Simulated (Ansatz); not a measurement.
# C4H9ClO: how energies converge with the basis set

One table from this session's results is given with a row withheld; the runs are named, their logs left out.

Method: one geometry, several basis sets; program: Ansatz 0.2.0, Gaussian basis.

Plan: PBE0-D4/def2-SVP; ωB97M-V/def2-SVP; PBE0-D4/def2-QZVPP; ωB97M-V/def2-QZVPP; the functionals' def2-TZVPP values are taken from earlier runs.

## The relaxed structure

The geometry comes from an earlier relaxation with PBE0-D4 in a triple-zeta def2 set; it is a stationary point, not always the lowest conformer.

SMILES `CCOCCCl`, 15 atoms, charge 0, spin multiplicity 1.

Atoms are counted from 1 here; the program's logs count them from 0.

Bond lengths: C1–C2 1.507 Å, C1–H7 1.092 Å, C1–H8 1.092 Å, C1–H9 1.092 Å, C2–O3 1.411 Å, C2–H10 1.099 Å, C2–H11 1.100 Å, O3–C4 1.402 Å, C4–C5 1.517 Å, C4–H12 1.098 Å, C4–H13 1.092 Å, C5–Cl6 1.780 Å, C5–H14 1.089 Å, C5–H15 1.089 Å. Angles: C2–C1–H7 110.6°, C2–C1–H8 110.5°, C2–C1–H9 110.3°, H7–C1–H8 108.3°, H7–C1–H9 108.5°, H8–C1–H9 108.6°, C1–C2–O3 108.5°, C1–C2–H10 110.2°, C1–C2–H11 110.7°, O3–C2–H10 110.9°, O3–C2–H11 109.5°, H10–C2–H11 107.2°, C2–O3–C4 114.3°, O3–C4–C5 111.3°, O3–C4–H12 111.3°, O3–C4–H13 107.3°, C5–C4–H12 109.8°, C5–C4–H13 109.2° and more.

The first run:

in.yaml reads:

```yaml
crystal:
  periodic: [false, false, false]
  atoms:
    - {symbol: C, position_ang: [0.446402, -2.343122, -0.071559]}
    - {symbol: C, position_ang: [0.664135, -0.853372, -0.015423]}
    - {symbol: O, position_ang: [-0.448278, -0.216684, -0.606024]}
    - {symbol: C, position_ang: [-0.351401, 1.181287, -0.659320]}
    - {symbol: C, position_ang: [-0.805375, 1.814932, 0.642585]}
    - {symbol: Cl, position_ang: [-0.701489, 3.587814, 0.523268]}
    - {symbol: H, position_ang: [-0.453725, -2.621279, 0.479904]}
    - {symbol: H, position_ang: [0.331385, -2.674553, -1.105215]}
    - {symbol: H, position_ang: [1.297389, -2.867102, 0.368682]}
    - {symbol: H, position_ang: [0.793291, -0.528409, 1.026755]}
    - {symbol: H, position_ang: [1.578368, -0.573158, -0.559437]}
    - {symbol: H, position_ang: [0.673043, 1.501418, -0.892090]}
    - {symbol: H, position_ang: [-1.000201, 1.520751, -1.469965]}
    - {symbol: H, position_ang: [-0.181470, 1.513867, 1.483039]}
    - {symbol: H, position_ang: [-1.842075, 1.557598, 0.854789]}
basis:
  gaussian: {orbitals: def2-SVP}
hamiltonian: {xc: pbe0, dispersion: d4}
output: {orbitals: {seedname: orbitals}}
```

Started as:

```bash
$ ansatz run in.yaml --threads 2 --pin off --events-out ev --progress --plain --max-ram 22528MiB --backend cpu
```

Steps of the session up to this table: PBE0-D4 in def2-SVP; ωB97M-V in def2-SVP; PBE0-D4 in def2-QZVPP; ωB97M-V in def2-QZVPP.

One table of the session follows, with a row left open; its other results are not shown here.

It belongs to the step «Density functionals: the series». 

| functional | basis | HOMO (eV) | LUMO (eV) |
| --- | --- | --- | --- |
| PBE0-D4 | def2-SVP | -7.49 | 1.19 |
| PBE0-D4 | def2-TZVPP | -7.63 | 0.72 |
| PBE0-D4 | def2-QZVPP | -7.67 | 0.40 |
| ωB97M-V | def2-SVP | ? | ? |
| ωB97M-V | def2-TZVPP | -10.00 | 2.47 |
| ωB97M-V | def2-QZVPP | -10.04 | 1.77 |

**Question.** Estimate the row for ωB97M-V, def2-SVP.

As computed: HOMO (eV): -9.85; LUMO (eV): 3.15. In the column «HOMO (eV)» it lies between ωB97M-V, def2-TZVPP (-10.00) and PBE0-D4, def2-QZVPP (-7.67).
